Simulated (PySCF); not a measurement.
## Reproducing measurements on C2H3F3

**Experimental background.**

NIST CCCBDB Release 22 (SRD 101), experimental dipoles lists, for the gas: dipole moment (microwave Stark effect) 2.32 D.

From NIST CCCBDB Release 22 (SRD 101), experimental polarizabilities, for the gas: mean polarisability 4.4 Å³.

The results are set against them at the end.

C₂H₃F₃.
SMILES with atom numbers: `[CH3:1][C:2]([F:3])([F:4])[F:5]` (hydrogens: H6, H7, H8 on C1)

Geometry (PBE0-D3(BJ)/def2-TZVP, Å), atoms numbered from 1 in this order:
```xyz
8
C2H3F3 angstrom
C      0.5263    0.0666    0.5984
C     -0.4455   -0.0631   -0.5329
F      0.1421   -0.5331   -1.6425
F     -1.4484   -0.9013   -0.2331
F     -1.0002    1.1164   -0.8502
H      0.0081    0.4530    1.4750
H      1.3217    0.7537    0.3131
H      0.9487   -0.9114    0.8241
```

The PySCF runs (gas phase, on this PBE0-D3(BJ)/def2-TZVP geometry; no spin–orbit coupling):

```
                              level                                                                                                                            job  basis functions  wall time
PBE0-D3(BJ)/def2-TZVP, grid level 2                                                                   geometry optimisation from a GFN2-xTB start shaken at random              173       43 s
                     B97-2/pcSseg-2                                                                                                                     shieldings              222      8.1 s
                       KT3/pcSseg-2                                                                                                                     shieldings              222       13 s
                      PBE0/pcSseg-2                                                     shieldings, charges and field gradients, density and orbital grids written              222       11 s
                   wB97X-D/pcSseg-2                                                                                                                     shieldings              222       11 s
              CAM-B3LYP/aug-cc-pVTZ                                                             10 singlets by full TDDFT, 4 Tamm–Dancoff triplets, polarisability              299       22 s
                   PBE0/aug-cc-pVTZ  10 singlets by full TDDFT, 4 Tamm–Dancoff triplets, polarisability, dynamic polarisability, density and orbital grids written              299       21 s
                wB97X-D/aug-cc-pVTZ                                                  10 singlets by full TDDFT, 4 Tamm–Dancoff triplets, polarisability, ΔSCF ions              299    1.9 min
                        B3LYP/pcJ-2                                                                                    spin–spin couplings from 8 perturbed nuclei              327       25 s
                        B97-2/pcJ-2                                                                                    spin–spin couplings from 8 perturbed nuclei              327       24 s
                         PBE0/pcJ-2                                                                                    spin–spin couplings from 8 perturbed nuclei              327       25 s
```

Hardware: one thread of an AMD EPYC 9R45, on a shared host.

Results beside the measurements:

**Dipole moment.** Measured: 2.32 D (NIST CCCBDB Release 22 (SRD 101), experimental dipoles).

```json
{"level": "PBE0-D3(BJ)/def2-TZVP", "computed (D)": "2.28", "computed − measured (D)": "-0.04", "% (from the printed values)": "-2"}
{"level": "B97-2/pcSseg-2", "computed (D)": "2.32", "computed − measured (D)": "0.00", "% (from the printed values)": "0"}
{"level": "KT3/pcSseg-2", "computed (D)": "2.23", "computed − measured (D)": "-0.09", "% (from the printed values)": "-4"}
{"level": "PBE0/pcSseg-2", "computed (D)": "2.34", "computed − measured (D)": "+0.02", "% (from the printed values)": "+1"}
{"level": "wB97X-D/pcSseg-2", "computed (D)": "2.35", "computed − measured (D)": "+0.03", "% (from the printed values)": "+1"}
{"level": "CAM-B3LYP/aug-cc-pVTZ", "computed (D)": "2.38", "computed − measured (D)": "+0.06", "% (from the printed values)": "+3"}
{"level": "PBE0/aug-cc-pVTZ", "computed (D)": "2.31", "computed − measured (D)": "-0.01", "% (from the printed values)": "0"}
{"level": "wB97X-D/aug-cc-pVTZ", "computed (D)": "2.31", "computed − measured (D)": "-0.01", "% (from the printed values)": "0"}
{"level": "B3LYP/pcJ-2", "computed (D)": "2.36", "computed − measured (D)": "+0.04", "% (from the printed values)": "+2"}
{"level": "B97-2/pcJ-2", "computed (D)": "2.32", "computed − measured (D)": "0.00", "% (from the printed values)": "0"}
{"level": "PBE0/pcJ-2", "computed (D)": "2.34", "computed − measured (D)": "+0.02", "% (from the printed values)": "+1"}
```

The computed dipoles belong to one fixed geometry; measured ones are averaged over vibrations unless marked μe. Magnitudes are compared, not signs.

**Mean polarisability.** Measured: 4.4 Å³ (NIST CCCBDB Release 22 (SRD 101), experimental polarizabilities).

| level | computed (Å³) | computed − measured (Å³) | % (from the printed values) |
| --- | --- | --- | --- |
| CAM-B3LYP/aug-cc-pVTZ | 4.42 | +0.02 | 0 |
| PBE0/aug-cc-pVTZ | 4.42 | +0.02 | 0 |
| wB97X-D/aug-cc-pVTZ | 4.42 | +0.02 | 0 |

All 3 levels lie above the measurement. The computed values are static and purely electronic, with core orbitals frozen in the response (1 au = 0.148185 Å³). The table of measured values doesn't say here whether a value is static or optical, or holds a vibrational part.

No measured geometry was used, and the causes of the misses weren't examined.
